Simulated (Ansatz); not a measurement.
One crystal and one scan (energy against volume) at two levels, PBE (plane waves to 420 eV, PAW, scalar-relativistic; Ansatz, a quantum-chemistry and plane-wave program) and r2SCAN (plane waves to 500 eV, PAW, scalar-relativistic; Ansatz), each from its own relaxed cell and on its own mesh.

The crystal is Nb (bcc, W type); the cell is scaled evenly about its relaxed volume V₀.

Energies are smeared free energies. Nb is run without spin polarisation. Nb was relaxed with its symmetry unable to fall. Both scans cover V/V₀ from 0.900 to 1.100.

```tsv
quantity	run 1	run 2
Lattice constant a (Å)	3.310	3.303
Pressure at the smallest volume (GPa)	21.9	22.3
Energy cost of the largest expansion (meV/atom)	82	84
Bulk modulus B₀ (third-order Birch-Murnaghan fit) (GPa)	169.7	173.8
Pressure for 5 % compression (fit) (GPa)	9.6	9.8
```

Q: Which run is which level?

A: Run 1 is PBE, run 2 is r2SCAN. PBE gives the higher value for: lattice constant a. PBE gives the lower value for: pressure at the smallest volume; bulk modulus B₀. For the lattice constant a the reference is 3.294 Å (measured, corrected to the static lattice; as given in Daniel Mejia-Rodriguez, S. B. Trickey, Physical Review B (2018), arXiv:1807.09216): within its tolerance of 0.3 % it doesn't tell which level is nearer. For the bulk modulus B₀ the reference is 173.2 GPa (measured, corrected to the static lattice; as given in Daniel Mejia-Rodriguez, S. B. Trickey, Physical Review B (2018), arXiv:1807.09216): within its tolerance of 5 % it doesn't tell which level is nearer.  Neither level is exact: the differences show how much the result hangs on the functional.

(Under strain, the slope of the energy per volume gives the stress and its curvature an elastic modulus.)
